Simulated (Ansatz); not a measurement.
**SiNHF (quartet): wave-function methods side by side, cc-pVDZ**

Aim: climb from Hartree-Fock through coupled cluster for SiNHF (quartet) at one geometry and basis, and see what each rung misses.

Program: Ansatz 0.2.0, Gaussian basis. Level of theory: cc-pVDZ, core rule «outside noble gas», up to 7 orbitals frozen. These are calculated values, not measurements.

To be run: UHF; CCSD(T) on ROHF; CCSD(T) on UHF; BCCD(T) on ROHF; CISD; CCSDT(Q) on ROHF; CCSDT(Q) on UHF.

7 further runs of the same task are left out: 2 for a known fault of the program, 5 set aside as unsound or not needed.

**1. The system**

The geometry is a PBE0/def2-TZVP stationary point (not a proven minimum).

4 atoms, charge 0, spin multiplicity 4.

Atoms are counted from 1 here; the program's logs count them from 0.

Bond lengths: F1–Si3 1.600 Å, N2–Si3 1.831 Å, Si3–H4 1.500 Å. Angles: F1–Si3–N2 105.3°, F1–Si3–H4 106.8°, N2–Si3–H4 106.4°.

**2. UHF**

The input, in.yaml:

```yaml
crystal:
  periodic: [false, false, false]
  atoms:
    - {symbol: F, position_ang: [0.072839, -0.480480, 1.191357]}
    - {symbol: N, position_ang: [0.078200, -0.504380, -1.538768]}
    - {symbol: Si, position_ang: [-0.125489, 0.523752, -0.037976]}
    - {symbol: H, position_ang: [1.037026, 1.471534, -0.014144]}
basis:
  gaussian: {orbitals: cc-pVDZ}
magnetization: {spin_polarized: true, initial_magnetization: 3}
hamiltonian: {xc: hf}
output: {orbitals: {seedname: orbitals}}
```

Command:

```
> ansatz run in.yaml --threads 1 --pin off --events-out ev --progress --plain --max-ram 2560MiB --backend cpu
```

The runs that follow: CCSD(T) on ROHF; CCSD(T) on UHF; BCCD(T) on ROHF; CISD; CCSDT(Q) on ROHF; CCSDT(Q) on UHF.

**Question.** What will the summary of the whole plan be? Wanted: UCCSDT(Q) from the RHF energy; RMP2 from UCCSDT(Q); UMP2 from UCCSDT(Q); RCCSD from UCCSDT(Q); RCCSD(T) from UCCSDT(Q); UCCSD(T) from UCCSDT(Q); RCCSDT(Q) from UCCSDT(Q); T1 diagnostic.

**Answer**, as computed:

```
                         quantity                      value
    UCCSDT(Q) from the ROHF energy                -10.9338 eV
              RMP2 from UCCSDT(Q)                +1091.1 meV
              UMP2 from UCCSDT(Q)                +1087.5 meV
             RCCSD from UCCSDT(Q)                 +254.3 meV
          RCCSD(T) from UCCSDT(Q)                  +51.4 meV
          UCCSD(T) from UCCSDT(Q)                  +49.8 meV
         RCCSDT(Q) from UCCSDT(Q)                   +3.9 meV
levels within 1 kcal/mol (43 meV)  RCCSDT, UCCSDT, RCCSDT(Q)
                    T1 diagnostic                      0.023
```

RCCSD(T) lands +51.4 meV from the yardstick (0.5 % of the correlation energy). These misses are within one basis, not against nature; the frozen cores of restricted and unrestricted runs differ, which can shift their rows.

With open shells the CI space here admits some triples and quadruples, so it is larger than plain CISD.
